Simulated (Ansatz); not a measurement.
Na3Sb (P6₃/mmc, No. 194) was calculated with PBE0 (PAW; Ansatz, a quantum-chemistry and plane-wave program).

Numerical settings: plane-wave cutoff 460 eV, 6×6×4 k mesh (along the axes of the cell as run), Fermi–Dirac smearing 0.01 eV, scalar-relativistic PAW data made under PBE.

Cell (measured lattice):

```yaml
crystal:
  lattice:
    - [5.35500, 0.00000, 0.00000]
    - [-2.67750, 4.63757, 0.00000]
    - [0.00000, 0.00000, 9.49600]
  atoms:
    - { symbol: Sb, position: [0.33333, 0.66667, 0.25000] }
    - { symbol: Sb, position: [0.66667, 0.33333, 0.75000] }
    - { symbol: Na, position: [0.00000, 0.00000, 0.25000] }
    - { symbol: Na, position: [0.00000, 0.00000, 0.75000] }
    - { symbol: Na, position: [0.33333, 0.66667, 0.58300] }
    - { symbol: Na, position: [0.66667, 0.33333, 0.08300] }
    - { symbol: Na, position: [0.33333, 0.66667, 0.91700] }
    - { symbol: Na, position: [0.66667, 0.33333, 0.41700] }
```

### Question
What does this level give for the band gap?

### Answer

- band gap = 1.51 eV (on the SCF k mesh)

Measured, for comparison: band gap 1.1 eV (temperature not stated, no zero-point or thermal correction, compiled measured gap; kind and temperature not stated; as tabulated in Kothakonda et al. (2022), arXiv:2208.02841).

Note: cell and atoms aren't relaxed at this level (pressure -0.2 GPa).

Spin–orbit coupling is not included; with these elements it can move the gap by several tenths of an eV or more.
